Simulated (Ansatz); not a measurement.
# CHOSi: the cost of one run

Program: Ansatz 0.2.0, Gaussian basis. Level of theory: def2-QZVPP, core rule «outside noble gas», up to 7 orbitals frozen. These are calculated values, not measurements.

To be run: UHF; ROHF; CCSD(T) on UHF.

### Step 1. What is computed

The geometry is a PBE0/def2-TZVP stationary point (not a proven minimum) of the parent state, kept for this charge and spin.

4 atoms, charge 0, spin multiplicity 2.

Atoms are counted from 1 here; the program's logs count them from 0.

Bond lengths: C1–Si2 1.820 Å, C1–H4 1.084 Å, Si2–O3 1.530 Å. Angles: Si2–C1–H4 150.6°, C1–Si2–O3 122.3°.

### Step 2. UHF

in.yaml

```yaml
crystal:
  periodic: [false, false, false]
  atoms:
    - {symbol: C, position_ang: [0.000000, -0.231556, 1.642911]}
    - {symbol: Si, position_ang: [0.000000, 0.419511, -0.056146]}
    - {symbol: O, position_ang: [0.000000, -0.495400, -1.281834]}
    - {symbol: H, position_ang: [0.000000, -1.066454, 2.334393]}
basis:
  gaussian: {orbitals: "def2-QZVPP.json"}
magnetization: {spin_polarized: true, initial_magnetization: 1}
hamiltonian: {xc: hf}
output: {orbitals: {seedname: orbitals}}
```

The run is started by

```sh
$ ansatz run in.yaml --threads 1 --pin off --events-out ev --progress --plain --max-ram 2393MiB
```

**Question.** How long does this run take on 1 thread of Arm Neoverse V2, shared host, and how much memory does it need?

About 50 s, with a peak of 0.51 GiB.
